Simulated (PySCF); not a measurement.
How the functional moves excitation energies

Species: cyclopropylacetylene, C5H6.
Bonds: C1–C2 (triple), C2–C3, C3–C4, C4–C5, C3–C5. Hydrogens: H6 on C1; H7 on C3; H8, H9 on C4; H10, H11 on C5.

Linear-response calculations in the def2-SVPD basis (PySCF; singlets by full response, triplets Tamm–Dancoff, core orbitals frozen in the response; HF means time-dependent Hartree–Fock). 'Strongest' is the level of largest summed f among the singlets computed (10 roots, of which the last may lack a degenerate partner); it can jump between rows when another state enters that window. S1 is the lowest singlet of each run and needn't be the same state throughout; f(S1) is that of one state. Isolated species at its PBE0-D3(BJ)/def2-SVP geometry, gas phase.

```
functional                               kind  S1 (eV)  f(S1)  strongest (eV)  T1 (eV)  HOMO (eV)  gap (eV)  ionisation energy, ΔSCF (eV)
       LDA                                LDA     5.89  0.003            7.01     5.34      -6.23      5.82                          9.46
       PBE                                GGA     5.88  0.004            6.90     5.16      -6.05      5.83                          9.22
     B3LYP  global hybrid, 20% exact exchange     6.04  0.002            7.71     5.20      -7.00      7.37                          9.36
      PBE0  global hybrid, 25% exact exchange     6.15  0.001            8.00     5.13      -7.22      7.88                          9.36
 BHandHLYP  global hybrid, 50% exact exchange     6.11  0.000            8.41     5.13      -8.25      9.53                          9.33
 CAM-B3LYP             range-separated hybrid     6.14  0.001            8.14     5.21      -8.55      9.97                          9.48
   wB97X-D             range-separated hybrid     6.23  0.000            8.46     5.31      -9.06     11.42                          9.42
        HF                       Hartree–Fock     5.88  0.000            9.08     4.59      -9.83     12.59                   not settled
```

What does LC-wPBE (range-separated hybrid) give?

S1 (eV) 6.29, f(S1) 0.000, strongest (eV) 8.95, T1 (eV) 5.13, HOMO (eV) -9.93, gap (eV) 12.44, ionisation energy, ΔSCF (eV) 9.62. S1 runs from 5.88 eV (HF) to 6.29 eV (LC-wPBE), a spread of 0.41 eV, while the orbital gap spreads over 6.8 eV. −ε(HOMO) comes closest to its own ΔSCF ionisation energy with LC-wPBE (+0.31 eV) and misses most with LDA (-3.23 eV). 'Not settled' means that the ion's SCF failed to converge or may have ended in another state than the lowest.
